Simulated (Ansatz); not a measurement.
# CH5NSi (SMILES C[SiH]=N): energies and forces away from the minimum

One table from this session's results is given with a row withheld; the runs are named, their logs left out.

Computed with Ansatz 0.2.0, Gaussian basis. Level: single points with forces in def2-TZVPP.

Levels: PBE-D4, r2SCAN-D4, PBE0-D4, wB97M-V, Hartree-Fock, MP2, CCSD, CCSD(T). Each coordinate is moved by a Gaussian draw of the width named (0.7 of it for atoms other than hydrogen): 0.12, 0.06, 0.04, 0.04 Å.

Cores are frozen in the correlated methods.

11 further runs of the same task are left out: 11 set aside as unsound or not needed.

**The starting structure**

The minimum, relaxed at PBE0-D4: SMILES `C[SiH]=N`, 8 atoms, charge 0, spin multiplicity 1.

Atoms are counted from 1 here; the program's logs count them from 0.

Bond lengths: C1–Si2 1.847 Å, C1–H4 1.094 Å, C1–H5 1.094 Å, C1–H6 1.090 Å, Si2–N3 1.594 Å, Si2–H7 1.494 Å, N3–H8 1.011 Å. Angles: Si2–C1–H4 110.6°, Si2–C1–H5 110.6°, Si2–C1–H6 109.8°, H4–C1–H5 107.2°, H4–C1–H6 109.3°, H5–C1–H6 109.3°, C1–Si2–N3 120.2°, C1–Si2–H7 112.2°, N3–Si2–H7 127.6°, Si2–N3–H8 121.1°.

Geometry (Å):

```xyz
8
CH5NSi
C    -0.7175    0.8392   -0.4472
Si    0.5853   -0.3525    0.0963
N     0.2345   -1.5034    1.1415
H    -0.8584    0.7873   -1.5304
H    -0.4247    1.8652   -0.2074
H    -1.6602    0.6082    0.0498
H     1.9038   -0.0808   -0.5506
H     0.9372   -2.1631    1.4480
```

Energies of the minimum (eV), from earlier single points: PBE-D4 -10479.57257, r2SCAN-D4 -10484.65824, PBE0-D4 -10480.46931, B3LYP-D4 -10487.86101, wB97M-V -10485.00020, CCSD(T) -10469.39775.

The first run:

ccsdt-tzvpp/in.yaml

```yaml
crystal:
  periodic: [false, false, false]
  atoms:
    - {symbol: C, position_ang: [-0.650269, 0.843048, -0.384077]}
    - {symbol: Si, position_ang: [0.619928, -0.397948, -0.016309]}
    - {symbol: N, position_ang: [0.157681, -1.333446, 1.187824]}
    - {symbol: H, position_ang: [-0.756282, 0.578506, -1.690699]}
    - {symbol: H, position_ang: [-0.457968, 1.840646, -0.431012]}
    - {symbol: H, position_ang: [-1.667989, 0.604406, -0.093666]}
    - {symbol: H, position_ang: [1.858598, -0.053412, -0.622186]}
    - {symbol: H, position_ang: [0.900926, -2.118181, 1.334705]}
basis:
  gaussian: {orbitals: def2-TZVPP}
correlation: {method: ccsd_t}
output: {forces: true}
```

The command line of these runs was not kept.

Steps of the session up to this table: Structure 1, width 0.12 Å; Structure 2, width 0.06 Å; Structure 3, width 0.04 Å; Structure 4, width 0.04 Å.

One of the session's tables, all rows but one given; the rest of the session is left out.

| method | RMS force component (eV/Å) | angle to CCSD(T) forces (°) | dipole (D) |
| --- | --- | --- | --- |
| PBE-D4 | ? | ? | ? |
| r2SCAN-D4 | 1.457 | 3.7 | 2.33 |
| PBE0-D4 | 1.447 | 5.6 | 2.44 |
| wB97M-V | 1.440 | 6.2 | 2.50 |
| CCSD(T) | 1.541 | reference | 2.31 |

Estimate the missing values for PBE-D4.

**Answer.** RMS force component (eV/Å): 1.451; angle to CCSD(T) forces (°): 4.8; dipole (D): 2.21. In the column «RMS force component (eV/Å)» it lies between PBE0-D4 (1.447) and r2SCAN-D4 (1.457).
